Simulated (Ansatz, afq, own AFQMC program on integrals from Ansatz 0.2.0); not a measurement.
# BGeH3, triplet in cc-pVDZ, levels against CCSDT(Q)

```yaml
atoms:
  - { symbol: Ge, position_ang: [-0.0022, 0.0000, 0.3187] }
  - { symbol: B, position_ang: [-0.0666, 0.0000, -1.6292] }
  - { symbol: H, position_ang: [1.1607, 0.0000, -1.0289] }
  - { symbol: H, position_ang: [-0.1421, -1.0387, -2.2309] }
  - { symbol: H, position_ang: [-0.1421, 1.0387, -2.2309] }
```

Connectivity, by distances: Ge–BH2, 1 bridging H.

Basis cc-pVDZ. Noble-gas cores (and the filled d shells of Ga–Kr and In–Xe) are frozen. AFQMC by an in-house program on the Cholesky factors that Ansatz 0.2.0 writes for its CCSD(T) run. ph-AFQMC/CISD is guided by a CISD state made of CCSD amplitudes; releasing the constraint for a short imaginary time cuts its bias at the price of noise, slowly where states lie close. Free AFQMC starts from the CCSD state and is never constrained. Its projection time is finite, and what remains of the start isn't in its error. Error bars are statistical, one sigma. No spin–orbit coupling.

Determinant: UHF, the one that the program's search chose, which needn't be the lowest solution. The geometry is a PBE0/def2-TZVP stationary point of this or a neighbouring charge and spin state.

No full CI on the walks' own integrals is used here; CCSDT(Q) serves as the reference and is uncertain by about the last step of the cluster series.

Cautions: no relativity below Rb; no spin-orbit coupling; inner d shell frozen; another spin lies lower (by 1.13 eV).

The T1 diagnostic is 0.0213. The weight of the determinant in the CISD state is 0.881. The ⟨S²⟩ of the determinant is 2.035. The size of the correlated space is 10 electrons in 41 orbitals.

Reference: CCSDT(Q), correlation energy -5.488 eV. The released energy is read at 2.40 1/Eh (meV from the phaseless value at times in 1/Eh: -9 ± 11 at 0.24, -3 ± 9 at 0.51, -16 ± 10 at 0.99, -19 ± 12 at 1.62, -11 ± 13 at 2.40).

```tsv
level	E − E(reference) (kcal/mol)	share of correlation (%)
HF	126.56	0.00
MP2	27.20	78.51
CCSD	4.62	96.35
CCSD(T)	0.88	99.31
CCSDT	0.17	99.87
ph-AFQMC/HF	-1.60 ± 1.24	101.26
ph-AFQMC/CISD	-0.05 ± 0.22	100.04
released AFQMC	-0.30 ± 0.30	100.24
free AFQMC	-0.05 ± 0.24	100.04
```

Free projections are given only where their last times agree within the noise and don't stop above the reference; a slow remainder of the start can still hide under it. A walk keeps the symmetry of its determinant, which the program's search chose and which needn't be the lowest solution, so a lower state of the same spin and another symmetry isn't excluded. Released energies are given only where the last usable release times agree within the noise; a slower fall can still hide under it.
